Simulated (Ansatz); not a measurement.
**How far a parabola holds: energy against volume of zinc-blende BP**

System: zinc-blende BP. Method: PBE-D3(BJ) (plane waves, PAW; Ansatz, a quantum-chemistry and plane-wave program). Run with plane-wave cutoff 520 eV, 12×12×12 k mesh, Fermi–Dirac smearing 0.01 eV, scalar-relativistic PAW data made under PBE. The cell has no free parameter but its volume, all volumes share cutoff and mesh, and the runs aren't spin-polarised. Energies are free energies at the run's smearing, counted from the lowest row; static lattice.

| V (Å³/atom) | E (meV/atom) |
|---|---|
| 10.758 | ? |
| 10.987 | 10.47 |
| 11.216 | 2.55 |
| 11.445 | 0.00 |
| 11.674 | 2.32 |
| 11.903 | 9.08 |

The 5 complete rows are fitted with a parabola, E against V. With u = V - 11.44, the rows have u = -0.45300, -0.22400, 0.00500, 0.23400, 0.46300. Least squares gives E = 0.002 - 1.781·u + 46.624·u². Residuals (row less fit): 0.094, -0.190, 0.006, 0.182, -0.092; standard error 0.208 (degrees of freedom: 2). The fitted curve has its minimum at V = 11.5, where E = -0.02. Its curvature is d²E/dV² = 2 × 46.624 meV/Å⁶, so B = V0·d²E/dV² × 0.1602 = 171 GPa.

Task: Predict the withheld E at V = 10.758 from the fit, and compare with the calculation.

Result: u = -0.68200, so E = 0.002 - 1.781 × (-0.68200) + 46.624 × (-0.68200)² = 22.903 meV/atom. The calculation gives 24.29 meV/atom, 1.387 meV/atom above the prediction (5.7 % of the range of E in the table). The row lies outside the fitted rows, so this is an extrapolation. From the scatter of the fitted rows alone, a prediction at this place has a standard error of 0.492 meV/atom, so the miss is 2.8 times that.

The residuals are curvature that a parabola lacks, not noise. A solid that stiffens under compression and softens on expansion lies above the parabola at the compressed end and under it at the expanded end, as this row does. A third-order Birch-Murnaghan fit to the whole scan has B0 = 170 GPa. Only scans are tabulated whose curvature falls smoothly with volume, and where the parabola meets the shown rows within 5 % of their range and misses the end by 0.1 meV or more.

Measured, for comparison: bulk modulus 176 GPa (0 K, zero-point effect removed, sources range from 168 to 176; as tabulated in Goldzak et al. (2022), arXiv:2208.04865). Computed less measured: bulk modulus -3.4 % (inside the range of the sources held).
